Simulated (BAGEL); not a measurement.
# doublet CHFO+ at 5 levels

We compute a comparison of 5 runs (UHF/STO-3G, UHF/3-21G, ROHF/6-31G*, ROHF/def2-TZVPP, UHF/def2-TZVPP) of doublet CHFO+. 

Program for the calculation: BAGEL 1.2.2.

8 further runs of the same task are left out: 8 set aside as unsound or not needed.

**1. The system as given**

CHFO+ has 4 atoms, charge +1, and is taken as a doublet. SMILES of the parent species: `O=CF`. The coordinates come from a PBE0-D4/def2-TZVP relaxation. That shape belongs to the parent species and isn't relaxed for this state.

Bond lengths: O1–C2 1.174 Å, C2–F3 1.336 Å, C2–H4 1.097 Å. Angles: O1–C2–F3 122.9°, O1–C2–H4 127.8°, F3–C2–H4 109.3°.

**2. A single-point energy at UHF/STO-3G (density fitting with cc-pvqz-jkfit) (run 1)**

input.json

```json
{ "bagel": [

{
  "title": "molecule",
  "basis": "sto-3g",
  "df_basis": "cc-pvqz-jkfit",
  "angstrom": true,
  "geometry": [
    { "atom": "O", "xyz": [      -0.889340,       0.201180,       0.827740 ] },
    { "atom": "C", "xyz": [      -0.046400,       0.067520,       0.021620 ] },
    { "atom": "F", "xyz": [       0.585200,      -1.091810,      -0.181820 ] },
    { "atom": "H", "xyz": [       0.350540,       0.823120,      -0.667550 ] }
  ]
},

{
  "title": "uhf",
  "charge": 1,
  "nopen": 1
},

{
  "title": "print",
  "file": "orbitals.molden",
  "orbitals": true
}

]}
```

Launch:

```sh
$ BAGEL_NUM_THREADS=1 BAGEL input.json > input.out
```

The log of the run:

```text
* using 1 threads per process

  ===============================================================
  ===============================================================

  *** Geometry ***

  { "atom" : "O", "xyz" : [     -1.680609,      0.380175,      1.564202 ] },
  { "atom" : "C", "xyz" : [     -0.087683,      0.127594,      0.040856 ] },
  { "atom" : "F", "xyz" : [      1.105868,     -2.063222,     -0.343590 ] },
  { "atom" : "H", "xyz" : [      0.662425,      1.555471,     -1.261487 ] },

  Number of auxiliary basis functions:      369

  Since a DF basis is specified, we compute 2- and 3-index integrals:
    o Being stored without compression. Storage requirement is 0.001 GB

  Number of basis functions:       16
  Number of electrons      :       24

    * METHOD: MOLECULE                             0.08

  *** Open-shell HF ***

  === Nuclear Repulsion ===
    67.6655037812

      * DIIS with orbital gradients will be used.

  === UHF iteration (sto-3g) ===
      0       -209.36749662          0.08314641           0.01
      1       -209.49221874          0.03396133           0.01
      2       -209.51188473          0.01307418           0.01
      3       -209.51577753          0.00412259           0.01
      4       -209.51752885          0.00162193           0.01
      5       -209.51791383          0.00107198           0.01
      6       -209.51830596          0.00057873           0.01
      7       -209.51846030          0.00024823           0.01
      8       -209.51849228          0.00007682           0.01
      9       -209.51849649          0.00002915           0.01
     10       -209.51849780          0.00001236           0.01
     11       -209.51849823          0.00000713           0.01
     12       -209.51849844          0.00000525           0.01
     13       -209.51849857          0.00000281           0.01
     14       -209.51849859          0.00000172           0.01
     15       -209.51849859          0.00000095           0.01
     16       -209.51849859          0.00000054           0.01
     17       -209.51849859          0.00000020           0.01
     18       -209.51849859          0.00000008           0.01
     19       -209.51849859          0.00000004           0.01
     20       -209.51849859          0.00000002           0.01
     21       -209.51849859          0.00000001           0.01
    * SCF iteration converged.

    * S^2 (UHF) is 0.7950

    * Permanent dipole moment:
           (   -0.020338,    -0.850223,     0.342215) a.u.

    * METHOD: UHF                                  0.16

    * METHOD: PRINT                                0.00

  ===============================================================
```

It took 0.36 s on 1 thread of Arm Neoverse V1, shared host.

**3. A single-point energy at UHF/3-21G (density fitting with cc-pvqz-jkfit) (run 2)**

hf.json

```json
{ "bagel": [

{
  "title": "molecule",
  "basis": "3-21g",
  "df_basis": "cc-pvqz-jkfit",
  "angstrom": true,
  "geometry": [
    { "atom": "O", "xyz": [      -0.889340,       0.201180,       0.827740 ] },
    { "atom": "C", "xyz": [      -0.046400,       0.067520,       0.021620 ] },
    { "atom": "F", "xyz": [       0.585200,      -1.091810,      -0.181820 ] },
    { "atom": "H", "xyz": [       0.350540,       0.823120,      -0.667550 ] }
  ]
},

{
  "title": "uhf",
  "charge": 1,
  "nopen": 1
},

{
  "title": "print",
  "file": "orbitals.molden",
  "orbitals": true
}

]}
```

Launch:

```sh
$ BAGEL_NUM_THREADS=1 BAGEL hf.json > hf.out
```

The log of the run:

```text
* using 1 threads per process

  ===============================================================
  ===============================================================

  *** Geometry ***

  { "atom" : "O", "xyz" : [     -1.680609,      0.380175,      1.564202 ] },
  { "atom" : "C", "xyz" : [     -0.087683,      0.127594,      0.040856 ] },
  { "atom" : "F", "xyz" : [      1.105868,     -2.063222,     -0.343590 ] },
  { "atom" : "H", "xyz" : [      0.662425,      1.555471,     -1.261487 ] },

  Number of auxiliary basis functions:      369

  Since a DF basis is specified, we compute 2- and 3-index integrals:
    o Being stored without compression. Storage requirement is 0.002 GB

  Number of basis functions:       29
  Number of electrons      :       24

    * METHOD: MOLECULE                             0.08

  *** Open-shell HF ***

  === Nuclear Repulsion ===
    67.6655037812

      * DIIS with orbital gradients will be used.

  === UHF iteration (3-21g) ===
      0       -210.96641983          0.08774781           0.01
      1       -211.08889525          0.06161493           0.01
      2       -211.13068149          0.03869518           0.01
      3       -211.15329231          0.00624202           0.01
      4       -211.15799222          0.00288667           0.01
      5       -211.15903696          0.00170077           0.01
      6       -211.15953564          0.00111245           0.01
      7       -211.15985129          0.00057245           0.01
      8       -211.15993471          0.00025477           0.01
      9       -211.15994701          0.00012396           0.01
     10       -211.15994940          0.00004284           0.01
     11       -211.15994988          0.00001902           0.01
     12       -211.15995007          0.00000757           0.01
     13       -211.15995011          0.00000337           0.01
     14       -211.15995012          0.00000156           0.01
     15       -211.15995012          0.00000085           0.01
     16       -211.15995012          0.00000050           0.01
     17       -211.15995012          0.00000021           0.01
     18       -211.15995012          0.00000010           0.01
     19       -211.15995012          0.00000005           0.01
     20       -211.15995012          0.00000003           0.01
     21       -211.15995012          0.00000002           0.01
     22       -211.15995012          0.00000001           0.01
    * SCF iteration converged.

    * S^2 (UHF) is 0.7765

    * Permanent dipole moment:
           (   -0.005120,    -1.167898,     0.446892) a.u.

    * METHOD: UHF                                  0.38

    * METHOD: PRINT                                0.00

  ===============================================================
```

It took 0.58 s on 1 thread of Arm Neoverse V1, shared host.

Runs 3 to 4 aren't shown in full; the table further down has their settings and results.

**4. A single-point energy at UHF/def2-TZVPP (density fitting with cc-pvqz-jkfit) (run 5)**

job.json

```json
{ "bagel": [

{
  "title": "molecule",
  "basis": "tzvpp",
  "df_basis": "cc-pvqz-jkfit",
  "angstrom": true,
  "geometry": [
    { "atom": "O", "xyz": [   -0.889340,    0.201180,    0.827740 ] },
    { "atom": "C", "xyz": [   -0.046400,    0.067520,    0.021620 ] },
    { "atom": "F", "xyz": [    0.585200,   -1.091810,   -0.181820 ] },
    { "atom": "H", "xyz": [    0.350540,    0.823120,   -0.667550 ] }
  ]
},
{
  "title": "uhf",
  "charge": 1,
  "nopen": 1
},
{
  "title": "print",
  "file": "orbitals.molden",
  "orbitals": true
}

]}
```

Launch:

```sh
$ BAGEL_NUM_THREADS=1 BAGEL job.json > job.out
```

The log of the run:

```text
* using 1 threads per process

  ===============================================================
  ===============================================================

  *** Geometry ***

  { "atom" : "O", "xyz" : [     -1.680609,      0.380175,      1.564202 ] },
  { "atom" : "C", "xyz" : [     -0.087683,      0.127594,      0.040856 ] },
  { "atom" : "F", "xyz" : [      1.105868,     -2.063222,     -0.343590 ] },
  { "atom" : "H", "xyz" : [      0.662425,      1.555471,     -1.261487 ] },

  Number of auxiliary basis functions:      369

  Since a DF basis is specified, we compute 2- and 3-index integrals:
    o Being stored without compression. Storage requirement is 0.034 GB

  Number of basis functions:      107
  Number of electrons      :       24

    * METHOD: MOLECULE                             0.16

  *** Open-shell HF ***

  === Nuclear Repulsion ===
    67.6655037812

      * DIIS with orbital gradients will be used.

  === UHF iteration (tzvpp) ===
      0       -212.14749105          0.04816157           0.07
      1       -212.28140495          0.03959695           0.07
      2       -212.35681577          0.02677796           0.07
      3       -212.41973365          0.00424729           0.07
      4       -212.43056395          0.00218487           0.07
      5       -212.43345620          0.00120260           0.07
      6       -212.43471379          0.00068410           0.07
      7       -212.43523258          0.00043206           0.07
      8       -212.43548724          0.00024145           0.07
      9       -212.43555895          0.00011502           0.07
     10       -212.43557014          0.00003721           0.07
     11       -212.43557212          0.00001460           0.07
     12       -212.43557284          0.00000635           0.07
     13       -212.43557307          0.00000335           0.07
     14       -212.43557313          0.00000198           0.07
     15       -212.43557315          0.00000113           0.07
     16       -212.43557316          0.00000050           0.07
     17       -212.43557316          0.00000024           0.07
     18       -212.43557316          0.00000013           0.07
     19       -212.43557316          0.00000009           0.07
     20       -212.43557316          0.00000006           0.07
     21       -212.43557316          0.00000004           0.08
     22       -212.43557316          0.00000003           0.07
     23       -212.43557316          0.00000001           0.07
     24       -212.43557316          0.00000001           0.08
    * SCF iteration converged.

    * S^2 (UHF) is 0.7707

    * Permanent dipole moment:
           (    0.075199,    -1.101388,     0.340111) a.u.

    * METHOD: UHF                                  1.94

    * METHOD: PRINT                                0.03

  ===============================================================
```

Run time: 2.2 s. Hardware: 1 thread of Arm Neoverse V1, shared host; peak memory 0.097 GiB.

**5. Overview of the runs**

```csv
run,level,energy (Eh),⟨S²⟩,wall time
1,UHF/STO-3G (density fitting with cc-pvqz-jkfit),-209.518499,0.795,0.36 s
2,UHF/3-21G (density fitting with cc-pvqz-jkfit),-211.159950,0.776,0.58 s
3,"ROHF/6-31G* (density fitting with cc-pvqz-jkfit, spherical functions)",-212.331710,0.750,0.83 s
4,ROHF/def2-TZVPP (density fitting with cc-pvqz-jkfit),-212.428766,0.750,2.2 s
5,UHF/def2-TZVPP (density fitting with cc-pvqz-jkfit),-212.435573,0.771,2.2 s
```

**6. Results**

| quantity | value |
| --- | --- |
| run 5: total energy | -212.43557 Eh |
| run 5: ⟨S²⟩ | 0.771 |

In run 1 the basis is minimal, so the values are rough. All runs together took 6.2 s, the longest 2.2 s.
